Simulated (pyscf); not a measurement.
H₂N–SiH•–F + H₂ → H₂N–SiH₂–F + H• (hydrogen abstraction; doublet surface; H–H broken, H–Si formed). Structures and frequencies: ωB97X-D3(BJ)/def2-SVP in PySCF. Energies in eV from the separated reactants.

```
level                   barrier  reaction energy
----------------------  -------  ---------------
PBE/def2-TZVP              0.49            +0.47
r²SCAN/def2-TZVP           0.51            +0.50
B3LYP-D3(BJ)/def2-TZVP        …            +0.48
PBE0-D3(BJ)/def2-TZVP      0.49            +0.36
M06-2X/def2-TZVP           0.73            +0.42
ωB97M-D3(BJ)/def2-TZVP        …                …
```

### Question
Complete the blanks.

### Answer

- B3LYP-D3(BJ)/def2-TZVP, barrier: 0.54
- ωB97M-D3(BJ)/def2-TZVP, barrier: 0.56
- ωB97M-D3(BJ)/def2-TZVP, reaction energy: +0.29

The functionals in the table span 0.24 eV in this barrier, from PBE0-D3(BJ) to M06-2X. One saddle was located; it need not be the lowest between these sides. The angle at the transferred H is 176°.
